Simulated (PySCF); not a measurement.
## Highest orbital energy against ionisation energy along group 15

Calculated with PySCF 2.14, no spin-orbit coupling. Each cell gives −ε(HOMO) / ΔSCF in eV; NIST values include spin-orbit coupling, (s) semi-empirical, (t) theoretical.

```
                            species              UHF             LDA             PBE             PBE0          r2SCAN  NIST (lowest levels)
  N (aug-cc-pVQZ-DK, spin-free X2C)  15.528 / 13.887  8.398 / 15.001  8.299 / 14.725  10.210 / 14.696  8.889 / 14.798                14.534
  P (aug-cc-pVQZ-DK, spin-free X2C)   10.655 / 9.895  6.286 / 10.566  6.284 / 10.478   7.522 / 10.518  6.682 / 10.613                10.487
 As (aug-cc-pVQZ-DK, spin-free X2C)   10.042 / 9.409  5.959 / 10.019   5.917 / 9.875    7.095 / 9.936  6.306 / 10.080                 9.789
Sb (aug-cc-pVQZ-DK3, spin-free X2C)    9.096 / 8.574   5.527 / 9.127   5.466 / 8.966    6.522 / 9.041   5.825 / 9.162                 8.608
```

Problem. How far is −ε(HOMO) from ΔSCF on average for each method, and why?

Solution. UHF 0.89 eV; LDA -4.64 eV; PBE -4.52 eV; PBE0 -3.21 eV; r2SCAN -4.24 eV. Hartree-Fock orbital energies lack relaxation and so exceed the ΔSCF value; semilocal functionals have convex E(N) from self-interaction, so their HOMO lies far too high; exact exchange moves hybrids part of the way back.
